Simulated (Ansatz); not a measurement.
# H6Si2: the cost of one run

Computed with Ansatz 0.2.0 (DFT PBE0, Gaussian basis def2-TZVPP, and further levels as typed in the inputs, unless a step's input says otherwise).

**1. The structure to begin with**

Bond lengths: Si1–Si2 2.302 Å, Si1–H3 1.489 Å, Si1–H4 1.489 Å, Si1–H5 1.489 Å, Si2–H6 1.489 Å, Si2–H7 1.489 Å, Si2–H8 1.489 Å. Angles: Si1–Si2–H6 110.8°, Si1–Si2–H7 110.8°, Si1–Si2–H8 110.8°, H6–Si2–H7 108.1°, H6–Si2–H8 108.1°, H7–Si2–H8 108.1°, Si2–Si1–H3 110.8°, Si2–Si1–H4 110.8°, Si2–Si1–H5 110.8°, H3–Si1–H4 108.1°, H3–Si1–H5 108.1°, H4–Si1–H5 108.1°.

Coordinates:

```xyz
8

Si    1.1499    0.0486    0.0027
Si   -1.1499   -0.0486   -0.0027
H     1.7342   -1.2196   -0.5135
H     1.6669    0.2684    1.3812
H     1.6343    1.1640   -0.8561
H    -1.7342    1.2196    0.5135
H    -1.6343   -1.1640    0.8561
H    -1.6669   -0.2684   -1.3812
```

**2. Relaxing the atoms: H6Si2**

Contents of input.yaml:

```yaml
relax:
  f_tol: 0.001
  max_steps: 200
crystal:
  periodic: [false, false, false]
  atoms:
    - { symbol: Si, position_ang: [1.1499, 0.04859, 0.00267] }
    - { symbol: Si, position_ang: [-1.1499, -0.04859, -0.00267] }
    - { symbol: H, position_ang: [1.73418, -1.21958, -0.51349] }
    - { symbol: H, position_ang: [1.66691, 0.2684, 1.38124] }
    - { symbol: H, position_ang: [1.63426, 1.16395, -0.85606] }
    - { symbol: H, position_ang: [-1.73418, 1.21958, 0.51349] }
    - { symbol: H, position_ang: [-1.63426, -1.16395, 0.85606] }
    - { symbol: H, position_ang: [-1.66691, -0.2684, -1.38124] }
basis:
  gaussian: { orbitals: def2-TZVPP }
hamiltonian:
  xc: pbe0
```

Started as:

```console
$ ansatz run input.yaml --threads 4 --pin off --max-ram 14336MiB --backend cpu --events-out ev --progress --plain --runs-dir out
```

What time and memory should one allow on 4 threads of Intel Xeon 6975P-C (Granite Rapids), shared host?

About 3.7 s, with a peak of 0.34 GiB.
